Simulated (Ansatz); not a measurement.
One crystal and one scan (energy against volume) at two levels, r2SCAN (plane waves to 500 eV, PAW, scalar-relativistic; Ansatz, an electronic-structure program) and PBE (plane waves to 420 eV, PAW, scalar-relativistic; Ansatz), each from its own relaxed cell and on its own mesh. The cell shown is that of r2SCAN.

InSb (zinc blende)

```xyz
2
Lattice="0.0000 3.2786 3.2786 3.2786 0.0000 3.2786 3.2786 3.2786 0.0000" Properties=species:S:1:pos:R:3 pbc="T T T"
Sb     4.9180     4.9180     4.9180
In     0.0000     0.0000     0.0000
```

The volume is varied about the relaxed value V₀ at fixed cell shape. Symmetry pins the atoms to their sites.

The energy includes the smearing's −TS. InSb was relaxed with its symmetry unable to fall. Spin-orbit coupling is left out, though Sb is heavy. The PAW data are Ansatz's earlier set. Percentages come from the unrounded values. Both scans cover V/V₀ from 0.840 to 1.160.

Results of r2SCAN:

```
Quantity                                                 Value
-------------------------------------------------------  -----
Lattice constant a (Å)                                   6.557
Pressure at the smallest volume (GPa)                     11.5
Energy cost of the largest compression (meV/atom)          171
Energy cost of the largest expansion (meV/atom)             92
Bulk modulus B₀ (third-order Birch-Murnaghan fit) (GPa)   43.4
Pressure for 5 % compression (fit) (GPa)                   2.5
```

Problem. What does PBE give for the same quantities?

Solution. 
```
quantity                                                   PBE     r2SCAN − PBE
-------------------------------------------------------  -----  ---------------
Lattice constant a (Å)                                   6.635  -0.078 (-1.2 %)
Pressure at the smallest volume (GPa)                      9.8     +1.7 (+17 %)
Energy cost of the largest compression (meV/atom)          151      +20 (+13 %)
Energy cost of the largest expansion (meV/atom)             80      +12 (+15 %)
Bulk modulus B₀ (third-order Birch-Murnaghan fit) (GPa)   36.6     +6.8 (+18 %)
Pressure for 5 % compression (fit) (GPa)                   2.1     +0.4 (+18 %)
```

r2SCAN gives the higher value for: pressure at the smallest volume; energy cost of the largest compression; energy cost of the largest expansion; bulk modulus B₀; pressure for 5 % compression. r2SCAN gives the lower value for: lattice constant a. (r2SCAN) At this level the bands of InSb touch or barely overlap; measurements give the solid a gap. (PBE) At this level the bands of InSb touch or barely overlap; measurements give the solid a gap. For the lattice constant a the reference is 6.468 Å (measured, corrected to the static lattice; as given in Daniel Mejia-Rodriguez, S. B. Trickey, Physical Review B (2018), arXiv:1807.09216): r2SCAN lies nearer. For the bulk modulus B₀ the reference is 46.1 GPa (measured, corrected to the static lattice; as given in Daniel Mejia-Rodriguez, S. B. Trickey, Physical Review B (2018), arXiv:1807.09216): r2SCAN lies nearer. 

(Under strain, the slope of the energy per volume gives the stress and its curvature an elastic modulus.)
